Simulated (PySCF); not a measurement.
These are PySCF 2.14.0 with TPSSh-D3(BJ)/def2-TZVP // B3LYP-D3(BJ)/def2-TZVP values and carry that method's errors. Gas-phase values, no solvent. 

Reference species (SMILES): `[CH3]` (neutral, multiplicity 2).

- dipole moment: 0.00 D

Changed species: `[InH2]` (radical fragment; the reference has radical fragment).

**Question.** Predict the effect on the dipole moment.

**Answer.** the dipole moment rises by 0.52 D, to 0.52 D.
